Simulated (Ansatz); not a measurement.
Several settings on one geometry of LiCl₂⁻ (the lowest singlet isomer of a short search) (that of the charge -1 singlet, r2SCAN-D4/def2-TZVPD). Ansatz on 4 threads of Arm Neoverse V1 on a shared host; times are rough.

```xyz
3

Li   -0.0001   -0.0002    0.0001
Cl   -1.0704   -0.0334   -1.8781
Cl    1.0705    0.0336    1.8780
```

Totals from different functionals, basis sets or treatments of relativity can't be compared as stabilities.

DK, ANO-RCC and x2c sets are all-electron and run with scalar relativity unless a key says otherwise.

Task: Give the basis size and estimate the energy, ⟨S²⟩ and time of these runs.

```tsv
run	method	charge	state	further keys
1	RKS ωPBEh/STO-3G	-1	singlet	scf: {lower_state_search: full}; forces asked
2	RKS ωPBEh/6-31G	-1	singlet	scf: {omitted_lower_state_checks: [starts]}; forces asked
3	RKS B3LYP5/def2-TZVPD	-1	singlet	scf: {omitted_lower_state_checks: [starts]}; forces asked
4	RKS ωPBEh/ANO-RCC-VTZP	-1	singlet	fitting: {mean_field: def2-universal-jkfit}; scf: {omitted_lower_state_checks: [starts]}
```

Result: 
```tsv
run	functions	energy (Eh)	⟨S²⟩	wall time
1	23	-917.7057	–	0.45 s
2	35	-927.8143	–	0.45 s
3	109	-928.0799	–	0.8 s
4	98	-930.7570	–	1 s
```

The highest occupied level of an anion often lies above zero with these methods, and sets without diffuse functions describe the outer electron poorly.
